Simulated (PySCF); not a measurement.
Structure problem from calculated spectra and properties.

Formula: C4H10NO; charge +1.

* 1H NMR: chemical shifts (computed TMS as zero) by class: 5.82 (1 H), 5.30 (1 H), 4.33 (1 H), 4.15 (1 H), 4.11 (1 H), 4.10 (3 H), 3.46 (1 H), 3.34 (1 H) ppm [GIAO PBE0/pcSseg-1]
* Rotational structure: rotational constants A, B, C: 8.662, 2.343, 2.029 GHz [GFN2-xTB]
* UV, strongest line: among the 6 lowest singlet transitions: S2 at 8.31 eV (149 nm, f = 0.039) [TDDFT PBE0/def2-SVPD]
* Polarisability: 54.8 au [PBE0/def2-SVPD]
* NMR, other nuclei: isotropic shieldings of nuclei other than C and H, by class: 180 (1 N), 244 (1 O) ppm [GIAO PBE0/pcSseg-1]
* 13C NMR: chemical shifts (computed TMS as zero) by class: 105.8 (1 C), 63.7 (1 C), 40.5 (1 C), 34.4 (1 C) ppm [GIAO PBE0/pcSseg-1]
* UV, first state: lowest singlet excitation: 7.65 eV (162 nm, f = 0.022) [TDDFT PBE0/def2-SVPD]
* Triplet: lowest triplet excitation (Tamm–Dancoff): 7.36 eV [TDA PBE0/def2-SVPD]

Gas-phase values; electronic properties from PySCF, density fitting. Levels stand in brackets. NMR shifts are as computed; neighbouring signals can stand in another order in a measured spectrum. One conformer (not necessarily the lowest) at the GFN2-xTB geometry, without solvent, vibrations or thermal averaging. NMR classes are plain means over equivalent atoms (diastereotopic ones count apart unless rotation or inversion swaps them), as if these changed places fast.

Question: Give a SMILES that accounts for the data.

Answer: Numbering: `[CH3:1][O:2][C@H:3]1[CH2:4][CH2:5][NH2+:6]1`. 4 carbons fall into 4 classes; from least to most shielded: ring sp3 carbon bound to oxygen [C3] (105.8 ppm), methoxy carbon [C1] (63.7 ppm), ring sp3 carbon bound to nitrogen [C5] (40.5 ppm), four-membered-ring carbon [C4] (34.4 ppm). Hydrogen classes from least to most shielded: 1 H on an sp3 carbon bound to oxygen, C3 (5.82 ppm), 1 H on an ammonium nitrogen, N6 (5.30 ppm), 1 H on an ammonium nitrogen, N6 (4.33 ppm), 1 H on an sp3 carbon bound to nitrogen, C5 (4.15 ppm), 1 H on an sp3 carbon bound to nitrogen, C5 (4.11 ppm), 3 H on a methoxy carbon, C1 (4.10 ppm, a mean of values up to 0.8 ppm apart in this geometry), 1 H on a four-membered-ring carbon, C4 (3.46 ppm), 1 H on a four-membered-ring carbon, C4 (3.34 ppm). The other shieldings belong to: 180 ppm, ammonium nitrogen [N6]; 244 ppm, ether oxygen [O2]. S1 is mainly HOMO→LUMO (weight 0.96); the largest Löwdin shares of the orbital it empties are 0.53 on the ether oxygen, 0.15 on the methoxy carbon, 0.09 on the ammonium nitrogen and 0.08 on a methyl hydrogen, of the orbital it fills 0.24 on an N–H hydrogen, 0.15 on the ammonium nitrogen, 0.12 on an N–H hydrogen and 0.11 on the sp3 carbon bound to nitrogen. The optimised geometry has point group C1 and is an asymmetric top. Structure: `CO[C@H]1CC[NH2+]1`. The assignments are read from this structure; whether some other isomer fits the data as well wasn't checked. The mirror image fits equally.

Conformer computed: `[CH3:1][O:2][C@H:3]1[CH2:4][CH2:5][NH2+:6]1`: C1–O2–C3–C4 164°.
